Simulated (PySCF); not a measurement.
**Frontier levels across methods**

C₅H₁₀O.
Structure used (PBE0-D3(BJ)/def2-SVP), in Å, numbered top down from 1:
```xyz
16
C5H10O angstrom
C     -0.3047   -1.4701    0.0217
C     -0.0036    0.0308   -0.0668
C     -0.7082    0.7664    1.0792
C      1.4957    0.2949   -0.0535
C     -0.6149    0.5349   -1.3615
O     -0.0197    1.0679   -2.2571
H      0.2058   -2.0287   -0.7779
H     -1.3853   -1.6718   -0.0558
H      0.0401   -1.8683    0.9887
H     -0.5037    1.8477    1.0464
H     -0.3543    0.3824    2.0486
H     -1.8001    0.6231    1.0420
H      1.9919   -0.2051   -0.8977
H      1.7081    1.3705   -0.1400
H      1.9435   -0.0745    0.8819
H     -1.7250    0.3662   -1.4318
```

Basis pcSseg-1 throughout (PySCF), one geometry. Isolated species at its PBE0-D3(BJ)/def2-SVP geometry, gas phase.

Q: How do the orbital energies, the gap and the dipole change with the method?

A: 
```json
{"method": "B97-D", "kind": "GGA", "HOMO (eV)": "-5.75", "LUMO (eV)": "-1.66", "gap (eV)": "4.09", "μ (D)": "2.65", "SCF cycles": "15"}
{"method": "KT3", "kind": "GGA", "HOMO (eV)": "-5.88", "LUMO (eV)": "-1.67", "gap (eV)": "4.21", "μ (D)": "2.56", "SCF cycles": "15"}
{"method": "KT2", "kind": "GGA", "HOMO (eV)": "-5.90", "LUMO (eV)": "-1.72", "gap (eV)": "4.18", "μ (D)": "2.60", "SCF cycles": "15"}
{"method": "B97-2", "kind": "global hybrid", "HOMO (eV)": "-7.01", "LUMO (eV)": "-0.64", "gap (eV)": "6.37", "μ (D)": "2.76", "SCF cycles": "13"}
{"method": "B3LYP", "kind": "global hybrid", "HOMO (eV)": "-7.05", "LUMO (eV)": "-0.83", "gap (eV)": "6.22", "μ (D)": "2.73", "SCF cycles": "14"}
{"method": "PBE0", "kind": "global hybrid", "HOMO (eV)": "-7.28", "LUMO (eV)": "-0.56", "gap (eV)": "6.73", "μ (D)": "2.76", "SCF cycles": "14"}
{"method": "mPW1PW91", "kind": "global hybrid", "HOMO (eV)": "-7.33", "LUMO (eV)": "-0.57", "gap (eV)": "6.75", "μ (D)": "2.78", "SCF cycles": "14"}
{"method": "CAM-B3LYP", "kind": "range-separated hybrid", "HOMO (eV)": "-8.73", "LUMO (eV)": "0.69", "gap (eV)": "9.42", "μ (D)": "2.78", "SCF cycles": "13"}
{"method": "BHandHLYP", "kind": "global hybrid", "HOMO (eV)": "-8.81", "LUMO (eV)": "0.74", "gap (eV)": "9.55", "μ (D)": "2.91", "SCF cycles": "13"}
{"method": "wB97X-D", "kind": "range-separated hybrid", "HOMO (eV)": "-9.21", "LUMO (eV)": "1.32", "gap (eV)": "10.54", "μ (D)": "2.82", "SCF cycles": "14"}
{"method": "LC-wPBE", "kind": "range-separated hybrid", "HOMO (eV)": "-10.01", "LUMO (eV)": "1.97", "gap (eV)": "11.99", "μ (D)": "2.81", "SCF cycles": "13"}
```

The HOMO spans 4.27 eV, from B97-D down to LC-wPBE, and the gap runs from 4.09 eV (B97-D) to 11.99 eV (LC-wPBE). Over the methods B97-D (0 %), KT3 (0 %), KT2 (0 %), B97-2 (21 %), B3LYP (20 %), PBE0 (25 %), mPW1PW91 (25 %), BHandHLYP (50 %), a straight line through the gap against the share of exact exchange rises by 1.07 eV for each 10 % (correlation coefficient 0.999). The dipole ranges from 2.56 D (KT3) to 2.91 D (BHandHLYP). This basis has no diffuse functions.

The vertical ΔSCF ionisation energy at B3LYP/def2-SVPD is 9.63 eV; −ε(HOMO) comes closest to it with LC-wPBE (10.01 eV).
